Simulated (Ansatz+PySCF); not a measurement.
Two shapes of singlet SO2.

Shape 1:

```xyz
3

S     0.0000    0.0000   -0.3713
O     0.0000    1.2504    0.3713
O     0.0000   -1.2504    0.3713
```

Shape 2:

```xyz
3

S     0.0000    0.0000   -0.4010
O     0.0000    1.3505    0.4010
O     0.0000   -1.3505    0.4010
```

Basis set: def2-SVP (spherical functions). Frozen core: 7 orbitals. Charge 0, multiplicity 1.

Computed with Ansatz (development build ahead of 0.2.0); each method stands on the lowest determinant of its kind that the runs found.

**Question.** Which shape is lower in energy, and by how much in each method?

**Answer.**

```
     method  E(2) − E(1) (eV)
        RHF             1.423
        UHF             0.573
    RHF-MP2             0.392
    UHF-MP2             1.610
RHF-CCSD(T)             0.484
```

Shape 1 is lower. Caution for RHF, RHF-MP2, RHF-CCSD(T): an unrestricted determinant lies well below. Caution for UHF, UHF-MP2: the determinant breaks the point group; the unrestricted determinant is a mixture of spin states. Caution for UHF-MP2: another reference gives a lower total.
